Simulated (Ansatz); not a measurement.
Input (CCSDT(Q)/cc-pVDZ; Ansatz, a program for electronic structure):

Ansatz 0.2 input:
```yaml
crystal:
  periodic: [false, false, false]
  atoms:
    - {symbol: C, position_ang: [0.00171763, -0.00263817, 0.32505308]}
    - {symbol: F, position_ang: [-0.01708335, 1.26042782, -0.06192073]}
    - {symbol: F, position_ang: [1.09904525, -0.61482395, -0.08303830]}
    - {symbol: F, position_ang: [-1.08310698, -0.64384509, -0.07174301]}
basis:
  gaussian:
    orbitals: cc-pVDZ
magnetization: {spin_polarized: true, initial_magnetization: 1}
correlation: {method: ccsdt_q, electrons: outside_noble_gas}
```

Output:

```
Functional definition: HF
integrals: 0.05 GiB planned
989 factors; integrals over basis functions are off by at most 2.1e-7 eV
mean field: 0.21 GiB planned
mean field evaluation 1: about -9143.8751 eV, gradient 2.6e1 eV
mean field evaluation 2: about -9144.0123 eV, gradient 2.7e1 eV
mean field evaluation 4: about -9146.9169 eV, gradient 2.8e0 eV
mean field evaluation 8: about -9147.0135 eV, gradient 4.9e-1 eV
mean field evaluation 16: about -9147.0180 eV, gradient 3.5e-6 eV
mean field -9147.01803740 eV, -336.1467128028 hartree, gradient 3.5e-6 eV, S^2 0.754183; 0 other end points of the search recorded, 0 dependent functions left out
4 core orbitals not correlated
reference -9147.01803740 eV, -336.1467128028 hartree; 13, 12 occupied and 39, 40 virtual orbitals, 989 factors
second order -18.05554114 eV of doubles, -0.00000000 eV of singles
coupled cluster: 4.07 GiB planned
cycle   1  -17.88804681 eV  change    1.7e-1 eV  update   1.0e-1
cycle   2  -18.44224286 eV  change   -5.5e-1 eV  update   4.9e-2
cycle   3  -18.75703354 eV  change   -3.1e-1 eV  update   2.0e-2
cycle   4  -18.74421927 eV  change    1.3e-2 eV  update   7.0e-3
cycle   5  -18.72261997 eV  change    2.2e-2 eV  update   3.8e-3
cycle   6  -18.72491976 eV  change   -2.3e-3 eV  update   1.4e-3
cycle   7  -18.72722449 eV  change   -2.3e-3 eV  update   5.4e-4
cycle   8  -18.72728950 eV  change   -6.5e-5 eV  update   2.4e-4
cycle   9  -18.72702980 eV  change    2.6e-4 eV  update   1.0e-4
cycle  10  -18.72712255 eV  change   -9.3e-5 eV  update   4.5e-5
cycle  11  -18.72701612 eV  change    1.1e-4 eV  update   2.0e-5
cycle  12  -18.72703479 eV  change   -1.9e-5 eV  update   7.7e-6
cycle  13  -18.72705043 eV  change   -1.6e-5 eV  update   3.4e-6
cycle  14  -18.72705006 eV  change    3.7e-7 eV  update   1.3e-6
perturbative correction -0.03984607 eV, -0.0014643160 hartree
Total energy: -9165.78493352 eV, -336.8363835148 hartree
```
